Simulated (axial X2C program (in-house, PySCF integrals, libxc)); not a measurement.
# HPH⁻: properties at the nuclei

Computed with an in-house all-electron X2C program for linear molecules (integrals from PySCF): two-component X2C with atomic mean-field Coulomb and Gaunt terms, Gaussian nuclei, basis H dyall-v3z, P dyall-v3z with contracted cores.

H–P–H held linear, with bonds 1.373 and 1.373 Å (near the PBE0 minimum at charge -1 of the determinant lowest at the starting distance; the state shown can have its own minimum elsewhere, held linear; other orders of the atoms were not compared).

Determinant lowest in the PBE0 search, Ω = 0 (closed shell), highest spinor 89% P p, 10% H p:

| level | qzz H (a.u.) | qzz P (a.u.) |
| --- | --- | --- |
| PBE0 | 0.25 | 1.23 |
| HF | 0.26 | 0.99 |
| B3LYP | 0.25 | 1.32 |

Determinant 0.94 eV from it at PBE0 and this distance, Ω = 2 (⟨Sz⟩ = 1.00, ⟨Lz⟩ = 1.00 at PBE0), spin on the atoms H 0.23, P 0.55, H 0.23:

```json
{"level": "PBE0", "A∥/gI H (MHz)": "24", "qzz H (a.u.)": "0.23", "A∥/gI P (MHz)": "398", "qzz P (a.u.)": "0.14"}
{"level": "HF", "A∥/gI H (MHz)": "27.4", "qzz H (a.u.)": "0.24", "A∥/gI P (MHz)": "378", "qzz P (a.u.)": "0.20"}
{"level": "B3LYP", "A∥/gI H (MHz)": "25.3", "qzz H (a.u.)": "0.23", "A∥/gI P (MHz)": "420", "qzz P (a.u.)": "0.18"}
```

A∥ (defined per Ω) follows by multiplying with gI = μI/(I μN); qzz is the electric field gradient, eQq0 = 234.96 MHz × Q/barn × qzz. The operators were transformed with the bare-nucleus X2C matrices; with these basis sets, hyperfine constants and field gradients can be off by tens of per cent, and where levels differ in sign neither size nor sign is settled.

The molecule was held linear; bending was not examined, so a bent shape may lie lower. Hydrosulfides and their kin are strongly bent in nature, so this linear model does not describe the real molecule.

Each state is one determinant with collinear spin, which with several unpaired electrons need not be a pure state. Unrestricted Hartree–Fock can overshoot spin polarisation at the nuclei. For an anion, determinants above electron detachment, or with a positive highest level, are held by the basis set. With several open shells hyperfine constants can be off by a factor of several. Open-shell Ω = 0 determinants with evenly filled partner blocks cannot be reached by this program, so the Ω shown need not be the lowest component. The search compared states at one distance, so a state with another bond length can lie lower. PBE0 term energies can be off by some tenths of an eV.
